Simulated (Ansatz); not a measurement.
Working through vertical and adiabatic energies of changing the electron count of CH2Cl2, SMILES ClCCl

With Ansatz 0.2.0, Python API.

Run as a notebook:

```python
import itertools

import ansatz as az
from ase import Atoms
from ase.data import atomic_numbers, covalent_radii
import numpy as np
```

```python
atoms = Atoms(["Cl", "C", "Cl", "H", "H"], positions=[
    [1.6771, -0.3863, 0.2521],
    [-0.1151, -0.0923, 0.0606],
    [-0.4839, 1.2881, -1.0079],
    [-0.4842, -0.9774, -0.3743],
    [-0.5441, 0.0943, 1.0281],
])
mol = az.Crystal.molecule_from_ase(atoms)
```

```python
setup = (
    mol.calculation()
    .basis(gaussian="def2-SVP")
    .functional("cam_b3lyp")
)
symbols = [site.symbol for site in mol.cartesian_sites]
start = np.array([site.position_ang for site in mol.cartesian_sites], dtype=float)
r = setup.relax(force_tolerance=0.01).run().report
end = np.array(r["positions_ang"])
```

```python
minimum = az.Crystal.molecule()
for symbol, place in zip(symbols, end):
    minimum = minimum.atom(symbol, place.tolist())
ion = (
    minimum.calculation()
    .basis(gaussian="def2-SVP")
    .functional("cam_b3lyp")
    .charge(1)
    .spin("collinear", total=1)
)
vertical = ion.run().report
settled = ion.relax(force_tolerance=0.01, max_steps=80).run().report
print(f"vertical ionisation energy   {vertical['free_energy_ev'] - r['free_energy_ev']:.3f} eV")
print(f"adiabatic, no zero point     {settled['free_energy_ev'] - r['free_energy_ev']:.3f} eV")
print(f"relaxation energy of the ion {vertical['free_energy_ev'] - settled['free_energy_ev']:.3f} eV")
ionised = np.array(settled["positions_ang"])
# pairs closer than 1.2 times the sum of covalent radii, before or after
radius = [covalent_radii[atomic_numbers[s]] for s in symbols]
span = lambda where, i, j: np.linalg.norm(where[i] - where[j])
bonded = [(i, j) for i, j in itertools.combinations(range(len(symbols)), 2) if min(span(end, i, j), span(ionised, i, j)) < 1.2 * (radius[i] + radius[j])]
print("pair        before    after (A)")
for i, j in bonded:
    print(f"{symbols[i]}{i}-{symbols[j]}{j}".ljust(10), f"{span(end, i, j):8.4f} {span(ionised, i, j):8.4f}")
```

    vertical ionisation energy   11.182 eV
    adiabatic, no zero point     11.046 eV
    relaxation energy of the ion 0.136 eV
    pair        before    after (A)
    Cl0-C1       1.7715   1.7097
    C1-Cl2       1.7715   1.7097
    C1-H3        1.0944   1.1252
    C1-H4        1.0944   1.1252

The energies are electronic: no zero-point or thermal terms, and the basis set is short of its limit. The product may relax into another structure. The relaxation finds the nearest minimum, so the adiabatic value is an upper bound. Wall time of the script: 26 s on 1 thread of Intel(R) Xeon(R) 6975P-C (Granite Rapids), with other jobs on the host, peak memory 0.25 GiB.
